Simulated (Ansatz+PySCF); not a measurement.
Values are calculated unless marked as measured or tabulated.
## Ansatz (development build ahead of 0.2.0) run

```yaml
crystal:
  periodic: [false, false, false]
  atoms:
    - { symbol: H, position_ang: [0.0, 0.57745, -0.89243] }
    - { symbol: O, position_ang: [0.0, -0.39808, -0.8779] }
    - { symbol: O, position_ang: [0.0, -0.62224, 0.55889] }
    - { symbol: O, position_ang: [0.0, 0.44287, 1.21144] }
basis:
  gaussian: { orbitals: cc-pVTZ }
magnetization:
  spin_polarized: true
  initial_magnetization: 1
hamiltonian:
  xc: hf
correlation:
  method: mp2
  frozen_orbitals: { H: 0, O: 1 }
output:
  forces: true
```

The input is written out in the form of the current development build from the run's settings.

Results

```yaml
Converged: yes
Reference_energy: -225.02934 hartree
Correlation_energy: -0.69144 hartree
Total_energy: -225.72077 hartree
Spin_squared_of_the_determinant: 0.792
Stability_test: minimum
Occupied_orbitals_by_symmetry_in_an_Abelian_subgroup_alpha;_beta: 10 A' 3 A''; 10 A' 2 A''
```

Forces (eV/Å):
```
atom     Fx      Fy      Fz
  H1  0.000  -0.091   0.133
  O2  0.000  -0.135   2.222
  O3  0.000   0.283  -2.008
  O4  0.000  -0.057  -0.346
```

Caution: forces differ strongly between restricted and unrestricted references.
